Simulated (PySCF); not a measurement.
# Calculated NMR parameters of CCS(=O)(=O)O

| Property | Result |
| --- | --- |
| Formula | C2H6O3S |
| SMILES | CCS(=O)(=O)O |
| InChI | InChI=1S/C2H6O3S/c1-2-6(3,4)5/h2H2,1H3,(H,3,4,5) |
| Point group of the computed structure | C1 |
| Degrees of unsaturation | 0 |
| Carbon signals | 2 |
| Proton signals | 3 |

Molfile (atoms numbered from 1):
```
C2H6O3S
     RDKit          3D

 12 11  0  0  0  0  0  0  0  0999 V2000
    1.4177    0.3718   -0.4329 C   0  0  0  0  0  0  0  0  0  0  0  0
    0.4977   -0.4350    0.4591 C   0  0  0  0  0  0  0  0  0  0  0  0
   -1.1681    0.1653    0.4659 S   0  0  0  0  0  6  0  0  0  0  0  0
   -1.1523    1.5663    0.7128 O   0  0  0  0  0  0  0  0  0  0  0  0
   -1.9794   -0.7214    1.2421 O   0  0  0  0  0  0  0  0  0  0  0  0
   -1.5937   -0.0250   -1.0637 O   0  0  0  0  0  0  0  0  0  0  0  0
    1.0999    0.3205   -1.4749 H   0  0  0  0  0  0  0  0  0  0  0  0
    1.4306    1.4179   -0.1274 H   0  0  0  0  0  0  0  0  0  0  0  0
    2.4328   -0.0227   -0.3640 H   0  0  0  0  0  0  0  0  0  0  0  0
    0.4409   -1.4877    0.1756 H   0  0  0  0  0  0  0  0  0  0  0  0
    0.7942   -0.3846    1.5102 H   0  0  0  0  0  0  0  0  0  0  0  0
   -2.1806   -0.7911   -1.1119 H   0  0  0  0  0  0  0  0  0  0  0  0
  1  2  1  0
  2  3  1  0
  3  4  2  0
  3  5  2  0
  3  6  1  0
  1  7  1  0
  1  8  1  0
  1  9  1  0
  2 10  1  0
  2 11  1  0
  6 12  1  0
M  END
```

- PBE0-D3(BJ)/def2-TZVP structure
- shieldings: GIAO B97-2/pcSseg-2
- run in PySCF 2.14
- a single conformation, non-relativistic Hamiltonian, gas phase, averaged over atoms made equivalent by symmetry, fast rotation or ring inversion

Referencing at the same level of theory: ¹H (σ = 31.64 ppm) and ¹³C (σ = 185.38 ppm) against TMS; H2O for ¹⁷O (σ = 327.66 ppm); CS2 for ³³S (σ = 517.10 ppm).

```tsv
carbon	δC, type	δH (multiplicity)	HMBC from (2–3 bonds)	span of the C tensor (ppm)
C1	11.0, CH3	1.40 (t)	H10/H11	22
C2	51.3, CH2	2.81 (q)	H7/H8/H9	59
```

Other nuclei:
```csv
atoms,nucleus,environment,δ (ppm),σ (ppm)
H12,¹H,hydrogen on an oxygen bonded to S,4.59,27.05
O4/O5,¹⁷O,S=O oxygen,216.0,111.6
O6,¹⁷O,"oxygen bonded to S, H",186.9,140.8
S3,³³S,sulfonyl sulfur,348,169.1
```

- Carbon types of the structure: 1 × CH2, 1 × CH3, leaving 1 H on heteroatoms.
- δC 51.3: sp3 CH2 bonded to S.
- δC 11.0: methyl carbon; saturated and bonded to C and H only.
- δH 4.59: hydrogen on an oxygen bonded to S; labile proton, position sensitive to the medium.
- δH 2.81: hydrogen on an sp3 CH2 bonded to S.
- δH 1.40: hydrogen on a methyl carbon.

The OH or NH signal is concentration- and solvent-dependent in practice; the value given is the gas-phase one. Shifts are as computed. Against solution values, carbons near 30 ppm lie about +3 ppm off and those near 130 ppm about +7 ppm. Of 1211 compounds with measured shifts, 218 miss one by over three times the rms of a fit or turn the order of signals round; such compounds aren't used in these exercises. Experimental scales use liquid or dissolved standards, which lie at an offset from isolated H2O (liquid H2O: subtract about 36 ppm). No couplings were computed; multiplicities are counted from neighbouring protons, with m where these are inequivalent, close in shift, in a saturated or five-membered ring or joined by F or P, and br s for small geminal =CH2 splittings.
